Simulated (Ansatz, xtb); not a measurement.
**HOSi+: 3 structures ranked**

3 gas-phase structures of HOSi+, found in a search over its isomers (lower ones may exist). Each was relaxed with GFN2-xTB:

A. the triplet with the links of `[OH+]=[Si]`
B. `[OH+]=[Si]`, a singlet
C. `O=[SiH+]`, a singlet

Q: Which do you expect lowest at r2SCAN-D4/def2-SVP, and how would the others follow?

A: Calculated order at r2SCAN-D4/def2-SVP: B (0.000), C (2.756), A (4.062) eV.

Energies above the lowest of each column, in eV; the last columns are at PBE0-D3(BJ)/def2-SVP geometries (a dash: not run or not comparable):

```json
{"structure": "B", "GFN2-xTB": "0.000", "HF/STO-3G": "0.000", "r2SCAN-D4/def2-SVP": "0.000", "PBE0-D3(BJ)/def2-SVP": "0.000", "CCSD(T)/def2-QZVPP": "0.000"}
{"structure": "C", "GFN2-xTB": "0.368", "HF/STO-3G": "3.813", "r2SCAN-D4/def2-SVP": "2.756", "PBE0-D3(BJ)/def2-SVP": "2.976", "CCSD(T)/def2-QZVPP": "2.802"}
{"structure": "A", "GFN2-xTB": "–", "HF/STO-3G": "3.938", "r2SCAN-D4/def2-SVP": "4.062", "PBE0-D3(BJ)/def2-SVP": "4.258", "CCSD(T)/def2-QZVPP": "4.429"}
```

Every level run on B puts it lowest or level with the lowest. GFN2-xTB has no spin polarisation and isn't compared across spin states. Open shells are spin-unrestricted. Large T1 diagnostics make some coupled-cluster values less sure.

Programs: Ansatz 0.2.0, xtb 6.7.1.
